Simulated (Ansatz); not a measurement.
Elements on the sites of an ideal fcc lattice, at a guessed lattice constant:

```
Al Ti Zn
1.0
    -4.05294    4.05294   -4.05294
     4.05294    4.05294    4.05294
     4.05294   -4.05294   -4.05294
Al Ti Zn
11 4 1
Direct
  0.25000 0.00000 0.75000
  0.50000 0.00000 0.50000
  0.25000 0.25000 0.50000
  0.50000 0.75000 0.75000
  0.00000 0.50000 0.50000
  0.75000 0.00000 0.25000
  0.50000 0.25000 0.25000
  0.75000 0.75000 0.50000
  0.00000 0.75000 0.25000
  0.75000 0.25000 0.00000
  0.50000 0.50000 0.00000
  0.00000 0.25000 0.75000
  0.75000 0.50000 0.75000
  0.00000 0.00000 0.00000
  0.25000 0.75000 0.00000
  0.25000 0.50000 0.25000
```

Cell and atoms were relaxed without symmetry on coarser meshes and computed once more. Theory: Ansatz 0.2.0, DFT PBEsol, scalar-relativistic, plane waves, PAW.

Plane waves to 420 eV, a k mesh through Γ of 6×6×7 on the computed 16-atom cell and Gaussian smearing (0.10 eV); no spin polarisation.

The relaxation ran on 2×2×2 (shifted) and then 4×4×4 k points with a smearing of 0.1 eV, from sites shaken by 0.02 Å.

What does the relaxation give?

A volume of 15.71 Å³/atom and no gap on the mesh. It lies 0.26 eV/atom below the elements' standard states (static lattices, no corrections for gases). The atoms leave their sites by 0.74 Å (root mean square) and 0.79 Å at most, and the cell stretches by up to 15.7 % at fixed volume, so the lattice hasn't survived.

```
Al Ti Zn
1.0
    -4.00023    4.58612   -3.97187
     3.89510    4.60345    4.10223
     3.50819   -4.71032   -3.46346
Al Ti Zn
11 4 1
Direct
  0.16373 0.04141 0.71302
  0.45603 0.08127 0.53406
  0.20103 0.32785 0.54293
  0.41388 0.78536 0.70508
  0.95566 0.57982 0.55187
  0.80341 0.92396 0.20636
  0.54437 0.17170 0.21557
  0.69898 0.81986 0.54057
  0.04990 0.67009 0.19698
  0.84261 0.21403 0.04044
  0.58598 0.46282 0.04237
  0.91017 0.27467 0.70516
  0.65598 0.53782 0.71329
  0.08804 0.97209 0.03960
  0.35035 0.71594 0.03867
  0.29968 0.42805 0.20713
```

The final mesh leaves forces up to 0.05 eV/Å and stresses up to 0.3 GPa: the relaxation ran on a coarser mesh, so the cell's shape, its bonds and its energy belong partly to that mesh.

Cost: 2 runs of about 3.6 core-minutes in all (earlier runs that led there not counted), on Intel Xeon 6975P-C (Granite Rapids) (shared hosts).